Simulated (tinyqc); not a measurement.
Inside a calculation. Method: G0W0 on RHF in the sto-3g basis, for BH2+, spin multiplicity 1. One step of it, computed by the program tinyqc.

Problem. G0W0 on Hartree-Fock: LUMO. W(p,q,m) = sqrt2 sum_ia (pq|ia) (X+Y)_ia,m; Sigma_c(x) = sum_(i,m) W^2/(x - e_i + w_m) + sum_(a,m) W^2/(x - e_a - w_m); solve x = e_p + Sigma_c(x) by Newton steps; Z = 1/(1 - dSigma/dx); 1 hartree = 27.211386 eV.

orbital energies (hartree): MO1 -7.974629, MO2 -1.045920, MO3 -0.897433, MO4 -0.263656, MO5 -0.196171, MO6 0.410892, MO7 0.437126

Two-electron integrals over orbitals (pq|rs), unique and non-zero (hartree):
```
(11|11) 2.890429    (21|11) -0.257969   (21|21) 0.036829    (22|11) 0.634658
(22|21) -0.007434   (22|22) 0.500966    (31|31) 0.009896    (32|31) 0.016999
(32|32) 0.148203    (33|11) 0.594174    (33|21) -0.003653   (33|22) 0.492321
(33|33) 0.512227    (41|11) 0.139871    (41|21) -0.016577   (41|22) 0.015705
(41|33) 0.007546    (41|41) 0.026654    (42|11) -0.051426   (42|21) 0.006896
(42|22) 0.035082    (42|33) 0.019473    (42|41) 0.014046    (42|42) 0.063423
(43|31) -0.002838   (43|32) 0.013412    (43|43) 0.027987    (44|11) 0.720467
(44|21) -0.013575   (44|22) 0.447588    (44|33) 0.445834    (44|41) -0.011732
(44|42) -0.062854   (44|44) 0.601577    (51|51) 0.021719    (52|51) 0.021768
(52|52) 0.073934    (53|53) 0.021287    (54|51) -0.011828   (54|52) -0.030193
(54|54) 0.044215    (55|11) 0.742000    (55|21) -0.009864   (55|22) 0.480661
(55|33) 0.459664    (55|41) 0.004873    (55|42) -0.025346   (55|44) 0.516273
(55|55) 0.586773    (61|11) -0.207126   (61|21) 0.032254    (61|22) -0.000163
(61|33) -0.000605   (61|41) -0.004682   (61|42) 0.013336    (61|44) -0.017584
(61|55) -0.005000   (61|61) 0.033506    (62|11) 0.192000    (62|21) -0.006889
(62|22) 0.041955    (62|33) 0.007839    (62|41) 0.012700    (62|42) -0.001308
(62|44) 0.060274    (62|55) 0.093086    (62|61) 0.000143    (62|62) 0.086722
(63|31) -0.000175   (63|32) -0.071609   (63|43) -0.018336   (63|63) 0.074616
(64|11) 0.069551    (64|21) 0.000540    (64|22) 0.021903    (64|33) 0.005117
(64|41) 0.006147    (64|42) 0.007791    (64|44) 0.029651    (64|55) 0.027475
(64|61) 0.004252    (64|62) 0.039470    (64|64) 0.025460    (65|51) 0.018421
(65|52) 0.054887    (65|54) -0.015616   (65|65) 0.048605    (66|11) 0.642424
(66|21) -0.006756   (66|22) 0.512812    (66|33) 0.501540    (66|41) 0.023547
(66|42) 0.059285    (66|44) 0.425552    (66|55) 0.470368    (66|61) 0.004954
(66|62) 0.026522    (66|64) 0.019692    (66|66) 0.563662    (71|31) 0.014963
(71|32) 0.021630    (71|43) -0.005128   (71|63) 0.000538    (71|71) 0.022926
(72|31) 0.006281    (72|32) -0.027761   (72|43) -0.029680   (72|63) 0.051499
(72|71) 0.009565    (72|72) 0.053792    (73|11) 0.205610    (73|21) -0.007471
(73|22) 0.019790    (73|33) 0.019625    (73|41) -0.002770   (73|42) -0.051041
(73|44) 0.101541    (73|55) 0.092836    (73|61) -0.008079   (73|62) 0.065097
(73|64) 0.024407    (73|66) -0.018423   (73|73) 0.105517    (74|31) -0.010136
(74|32) -0.068665   (74|43) 0.013273    (74|63) 0.034209    (74|71) -0.014428
(74|72) 0.002849    (74|74) 0.055206    (75|53) 0.016173    (75|75) 0.017635
(76|31) 0.010808    (76|32) 0.118533    (76|43) 0.025054    (76|63) -0.081868
(76|71) 0.013533    (76|72) -0.050446   (76|74) -0.052135   (76|76) 0.122912
(77|11) 0.675089    (77|21) -0.009991   (77|22) 0.486715    (77|33) 0.508498
(77|41) 0.003797    (77|42) 0.002546    (77|44) 0.479447    (77|55) 0.473672
(77|61) -0.008276   (77|62) 0.005412    (77|64) 0.000957    (77|66) 0.506071
(77|73) 0.029047    (77|77) 0.535618
```

excitation energies w (hartree): 0.681573  0.742616  0.883756  0.986176  1.398520  1.455088  1.634828  1.697875  7.764022  7.821828  8.452412  8.457500

X + Y:
```
            1         2          3          4          5          6          7          8
1>4  0.000000  0.000000  -0.006352   0.000000   0.000000   0.005718   0.000000  -0.004093
1>5  0.000000  0.000000   0.000000  -0.010442   0.000000   0.000000   0.000000   0.000000
1>6  0.000000  0.000000  -0.005262   0.000000   0.000000   0.003671   0.000000   0.002215
1>7  0.001982  0.000000   0.000000   0.000000   0.001937   0.000000  -0.004158   0.000000
2>4  0.000000  0.000000   0.931619   0.000000   0.000000  -0.092368   0.000000  -0.040747
2>5  0.000000  0.000000   0.000000   0.928250   0.000000   0.000000   0.000000   0.000000
2>6  0.000000  0.000000  -0.030608   0.000000   0.000000  -0.576863   0.000000   0.756531
2>7  0.075925  0.000000   0.000000   0.000000  -0.468779   0.000000   0.846618   0.000000
3>4  0.962537  0.000000   0.000000   0.000000  -0.003225   0.000000  -0.037514   0.000000
3>5  0.000000  0.971757   0.000000   0.000000   0.000000   0.000000   0.000000   0.000000
3>6  0.043900  0.000000   0.000000   0.000000   0.861174   0.000000   0.406272   0.000000
3>7  0.000000  0.000000   0.168973   0.000000   0.000000   0.773148   0.000000   0.508794

             9        10         11         12
1>4   0.996480  0.000000  -0.012857   0.000000
1>5   0.000000  0.997217   0.000000   0.000000
1>6   0.013984  0.000000   0.995942   0.000000
1>7   0.000000  0.000000   0.000000   0.997290
2>4   0.000747  0.000000   0.000582   0.000000
2>5   0.000000  0.001225   0.000000   0.000000
2>6   0.001278  0.000000  -0.000005   0.000000
2>7   0.000000  0.000000   0.000000   0.000821
3>4   0.000000  0.000000   0.000000  -0.000183
3>5   0.000000  0.000000   0.000000   0.000000
3>6   0.000000  0.000000   0.000000   0.000044
3>7  -0.000261  0.000000  -0.000621   0.000000
```

Give: The 12 largest terms at x = e_p; Newton steps; quasiparticle energy of the LUMO; Hartree-Fock value.

Solution.

The 12 largest terms at x = e_p (hartree; W for the signs of X + Y given):
```
q  m       W       term
4  8   0.141     -0.012
4  3  -0.061  -4.20e-03
4  6   0.070  -3.36e-03
2  3   0.071   3.04e-03
2  6  -0.063   1.77e-03
6  8   0.059  -1.48e-03
5  4  -0.039  -1.48e-03
3  7  -0.048   9.96e-04
3  1   0.034   8.66e-04
7  5   0.040  -7.50e-04
2  8  -0.042   7.05e-04
7  1   0.020  -3.03e-04
```

Newton steps (hartree):
```
step       x  Sigma_c(x)      Z
0     -0.264      -0.016  0.980
1     -0.280      -0.016  0.980
2     -0.280      -0.016  0.980
```

quasiparticle energy of the LUMO = -7.608 eV

Hartree-Fock value = -7.174 eV
